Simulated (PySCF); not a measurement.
Geometries of 2 isomers of C3H2FN, from PBE0-D3(BJ)/def2-SVP geometry optimisation, gas phase in PySCF 2.14.0. One conformer each, no zero-point energy, no frequencies.

Question: Which is lower in electronic energy at this level?
A.
```xyz
7
angstrom
C     -1.027   -0.207   -0.266
C      0.063    0.265    0.335
F      0.003    1.087    1.376
C      1.404   -0.054   -0.069
N      2.486   -0.312   -0.393
H     -2.017    0.079    0.094
H     -0.934   -0.879   -1.119
```
B.
```xyz
7
angstrom
N      2.552   -0.422   -0.087
C      1.456   -0.043   -0.053
C      0.119    0.438   -0.020
C     -0.918   -0.404    0.031
F     -2.156    0.034    0.059
H     -0.050    1.519   -0.037
H     -0.835   -1.495    0.052
```

Answer: B. That is 3-fluoropropenenitrile, `N#C/C=C/F`, 4.1 kcal/mol below the other.

```json
{"SMILES": "N#C/C=C/F", "atoms numbered as above": "[N:1]#[C:2]/[CH:3]=[CH:4]/[F:5]", "E (Eh)": "-269.56740", "relative (kcal/mol)": "0.0", "relative (kJ/mol)": "0.0", "dipole (D)": "2.87"}
{"SMILES": "C=C(F)C#N", "atoms numbered as above": "[CH2:1]=[C:2]([F:3])[C:4]#[N:5]", "E (Eh)": "-269.56093", "relative (kcal/mol)": "4.1", "relative (kJ/mol)": "17.0", "dipole (D)": "3.19"}
```
